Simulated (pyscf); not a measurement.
# Four-centre exchange: H₂B–F (SMILES BF) + HCl (SMILES Cl) → H₂B–F (SMILES BF) + HCl (SMILES Cl)

Gas phase, singlet surface, charge 0. Bonds broken: B1–H3, Cl5–H6. Bonds formed: B1–H6, H3–Cl5. Optimised with ωB97X-D3(BJ)/def2-SVP in PySCF. MP2 and CC: frozen core, UHF for open shells. ΔMP2 is the change of the MP2 total energy from the triple- to the quadruple-zeta basis.

Transition state (Å):

```xyz
6

B      0.2855    -0.3064    -0.8242
F     -0.3065     0.2713    -1.8313
H     -0.0660     0.2821     0.4839
H      0.7648    -1.4053    -0.8890
Cl     0.3238     1.4846     1.8127
H      0.6946     0.6590     0.2177
```

One imaginary mode, 2479i cm⁻¹; descent along it reached the two sides named.

| bond | change | reactant side (Å) | saddle | product side |
|---|---|---|---|---|
| B1–H3 | breaks | 1.210 | 1.477 | 3.1 |
| Cl5–H6 | breaks | 1.285 | 1.834 | 3.1 |
| B1–H6 | forms | 3.2 | 1.478 | 1.210 |
| H3–Cl5 | forms | 3.1 | 1.834 | 1.285 |

Electronic energies relative to the separated reactants (eV):

```json
[
 {"level": "ωB97X-D3(BJ)/def2-TZVP", "barrier": "2.99", "reaction energy": "0.00", "reverse barrier": "2.99"},
 {"level": "PBE/def2-TZVP", "barrier": "2.40", "reaction energy": "0.00", "reverse barrier": "2.40"},
 {"level": "r²SCAN/def2-TZVP", "barrier": "2.61", "reaction energy": "0.00", "reverse barrier": "2.61"},
 {"level": "B3LYP-D3(BJ)/def2-TZVP", "barrier": "2.75", "reaction energy": "0.00", "reverse barrier": "2.75"},
 {"level": "PBE0-D3(BJ)/def2-TZVP", "barrier": "2.68", "reaction energy": "0.00", "reverse barrier": "2.68"},
 {"level": "M06-2X/def2-TZVP", "barrier": "2.97", "reaction energy": "0.00", "reverse barrier": "2.97"},
 {"level": "ωB97M-D3(BJ)/def2-TZVP", "barrier": "2.96", "reaction energy": "0.00", "reverse barrier": "2.96"},
 {"level": "HF/def2-TZVP", "barrier": "3.74", "reaction energy": "0.00", "reverse barrier": "3.74"},
 {"level": "MP2/def2-QZVPP", "barrier": "2.98", "reaction energy": "0.00", "reverse barrier": "2.98"},
 {"level": "CCSD/def2-TZVPP", "barrier": "3.24", "reaction energy": "0.00", "reverse barrier": "3.24"},
 {"level": "CCSD(T)/def2-TZVPP", "barrier": "3.10", "reaction energy": "0.00", "reverse barrier": "3.10"},
 {"level": "CCSD(T)/def2-TZVPP + ΔMP2(QZVPP)", "barrier": "3.02", "reaction energy": "0.00", "reverse barrier": "3.02"}
]
```

With CCSD(T)/def2-TZVPP + ΔMP2(QZVPP) energies and thermal terms (ideal gas, 1 atm, RRHO with modes under 100 cm⁻¹ raised to 100, one conformer, R ln 2 for rigid chiral ones), in eV:

| T (K) | ΔH‡ | ΔG‡ | ΔH | ΔG |
|---|---|---|---|---|
| 298 | 2.96 | 3.31 | 0.00 | 0.00 |
| 600 | 2.97 | 3.66 | 0.00 | 0.00 |
| 900 | 2.99 | 4.00 | 0.00 | 0.00 |
| 1200 | 3.01 | 4.34 | 0.00 | 0.00 |

The same reactants have a lower exit, to F–BH–Cl + H₂ (barrier +0.72 eV at ωB97M-D3(BJ), against +2.96 eV here). This is the saddle that the search found; another between the same sides may lie lower. The CCSD(T) − MP2 part came from Ansatz, without density fitting, on the same reference.
